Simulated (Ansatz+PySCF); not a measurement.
## doublet CHO: levels of theory in one basis

```xyz
3

C     0.0000    0.4471   -0.3001
H     0.0000    1.3738    0.1812
O     0.0000   -0.5071    0.2024
```

Basis set: def2-SVP (spherical functions). Correlated methods keep 2 orbitals frozen. Correlation on ROHF uses semicanonical orbitals with singles. Charge 0, multiplicity 2.

Computed with Ansatz (development build ahead of 0.2.0); each method stands on the lowest determinant of its kind that the runs found. NEVPT2 correlates all electrons. Active spaces start from the frontier orbitals, and the lowest solution found is given.

```
      method  E − E(ROHF) (eV)  <S²> of the determinant
        ROHF              0.00                     0.75
         UHF             -0.12                     0.76
    ROHF-MP2             -7.82                        –
     UHF-MP2             -7.78                     0.76
   ROHF-CCSD             -8.12                        –
    UHF-CCSD             -8.13                     0.76
ROHF-CCSD(T)             -8.36                        –
 UHF-CCSD(T)             -8.36                     0.76
CASSCF(11,9)             -3.02                        –
```

Q: What does SC-NEVPT2(11,9) give on the same scale?

A: -7.47 eV. NEVPT2 here correlates all electrons, so it doesn't share the others' frozen core.

Q: Is a single determinant a sound starting point here?

A: By this sign, yes. Unrestricted orbitals gain 0.12 eV and <S²> is 0.76 against 0.75 for a pure state. The CASSCF(11,9) natural occupations are 2.00, 2.00, 1.99, 1.98, 1.96, 1.01, 0.05, 0.02, 0.01.
